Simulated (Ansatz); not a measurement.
bcc Na, treated with HSE06 (Ansatz, a program for electronic structure, plane waves, PAW).

A relaxed, unreconstructed slab of the (111) face has 12 atoms, two equal faces of 30.919 Å² each and an energy of -17837.5795 eV. A bulk cell of 3 atoms with the same orientation and in-plane k mesh has -4459.6484 eV. Energies are extrapolated to zero smearing.

Numerical settings: plane-wave cutoff 500 eV, 6×6×1 k mesh (along the axes of the cell as run), Fermi–Dirac smearing 0.1 eV, scalar-relativistic PAW data made under PBE.

Worked out: γ = (E_slab − N E_bulk per atom)/2A = [-17837.5795 − 12 × (-4459.6484/3)]/(2 × 30.919) = 0.0164 eV/Å². With 16.022 J/m² per eV/Å² this is 0.26 J/m², or 0.51 eV per surface cell and face.

Note: exact exchange on metals is sensitive to the k mesh and can open a false gap; the run warned that the count of filled bands differs between k points; the run warned that its SCF threshold was loose for the stress; the run warned of electron density left in the vacuum; the run warned that its exchange threshold was loose for the stress.
